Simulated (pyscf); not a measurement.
`[OH][SnH2][SnH3]` + `[H][H]` → `[SnH2]` [singlet] + `[SnH4]` + `[OH2]`, a multi-bond step (singlet surface; Sn–Sn, O–Sn, H–H broken, H–Sn, H–O formed). Single points on ωB97X-D3(BJ)/def2-SVP structures (PySCF, gas phase). Energies in eV from the separated reactants.

Small-basis levels: PySCF, no dispersion term, spherical d functions. AM1 to PM7: differences of heats of formation from MOPAC. GFN2-xTB: tblite. Cost: rough CPU time at the saddle relative to B3LYP/6-31G*+LANL2DZ, from one job on a shared machine.

```tsv
level	barrier	reaction energy	cost
BP86/6-31G*+LANL2DZ	1.36	+1.59	1
B3LYP/LANL2DZ	1.54	+1.54	0.9
M06-2X/6-31G*+LANL2DZ	1.49	+1.64	2
PBE/def2-SVP	1.08	+1.31	4
B3LYP/def2-SVP	1.33	+1.09	3
GFN2-xTB	0.54	-0.07	under 0.02
PM7	4.34	+3.72	under 0.02
ωB97M-D3(BJ)/def2-TZVP	1.63	+1.27	–
```

Against the last row the barrier runs from -1.09 (GFN2-xTB) to +2.71 eV (PM7). At BP86/6-31G*+LANL2DZ, M06-2X/6-31G*+LANL2DZ, PBE/def2-SVP this geometry lies under one side, so the entry may be no barrier of that level: it is a single point on another level's saddle. ωB97M-D3(BJ)/def2-TZVP has limits of its own. On the product side the descent ends in an adduct with a O–Sn contact (not fully relaxed), 0.88 eV under the separated species and 0.80 eV under the saddle at ωB97X-D3(BJ)/def2-TZVP. What is counted as broken (O–Sn) persists as a longer contact in the product adduct; parting that adduct is a step of its own. At ωB97X-D3(BJ) the barrier from the zero used here is 1.75 eV. One saddle was located; it need not be the lowest between these sides. Elements past Kr carry the def2 core potentials, without spin-orbit coupling.
